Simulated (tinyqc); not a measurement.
Inside a calculation. Method: UHF in the sto-3g basis, for BH3, spin multiplicity 1. One step of it, computed by the program tinyqc.

Problem. Orthogonalisation. S = U s U^T; symmetric (Loewdin) form X = U s^(-1/2) U^T, so that X^T S X = 1.

overlap S:
```
,1B 1s,1B 2s,1B 2px,1B 2py,1B 2pz,2H 1s,3H 1s,4H 1s
1B 1s,1.000000,0.269328,0.000000,0.000000,0.000000,0.030973,0.030949,0.030949
1B 2s,0.269328,1.000000,0.000000,0.000000,0.000000,0.316773,0.316630,0.316630
1B 2px,0.000000,0.000000,1.000000,0.000000,0.000000,0.362447,-0.181236,-0.181236
1B 2py,0.000000,0.000000,0.000000,1.000000,0.000000,0.000000,0.313732,-0.313732
1B 2pz,0.000000,0.000000,0.000000,0.000000,1.000000,-0.003314,-0.003312,-0.003312
2H 1s,0.030973,0.316773,0.362447,0.000000,-0.003314,1.000000,0.037008,0.037008
3H 1s,0.030949,0.316630,-0.181236,0.313732,-0.003312,0.037008,1.000000,0.037027
4H 1s,0.030949,0.316630,-0.181236,-0.313732,-0.003312,0.037008,0.037027,1.000000
```

Give: eigenvalues of S; X.

Solution.

eigenvalues of S: 0.438  0.537  0.537  0.972  1.000  1.426  1.426  1.664

X:
```
,1B 1s,1B 2s,1B 2px,1B 2py,1B 2pz,2H 1s,3H 1s,4H 1s
1B 1s,1.032,-0.161,0.000,0.000,0.000,0.022,0.022,0.022
1B 2s,-0.161,1.174,0.000,0.000,-0.001,-0.190,-0.190,-0.190
1B 2px,0.000,0.000,1.090,0.000,0.000,-0.215,0.107,0.107
1B 2py,0.000,0.000,0.000,1.090,0.000,0.000,-0.186,0.186
1B 2pz,0.000,-0.001,0.000,0.000,1.000,0.002,0.002,0.002
2H 1s,0.022,-0.190,-0.215,0.000,0.002,1.106,-0.006,-0.006
3H 1s,0.022,-0.190,0.107,-0.186,0.002,-0.006,1.106,-0.006
4H 1s,0.022,-0.190,0.107,0.186,0.002,-0.006,-0.006,1.106
```
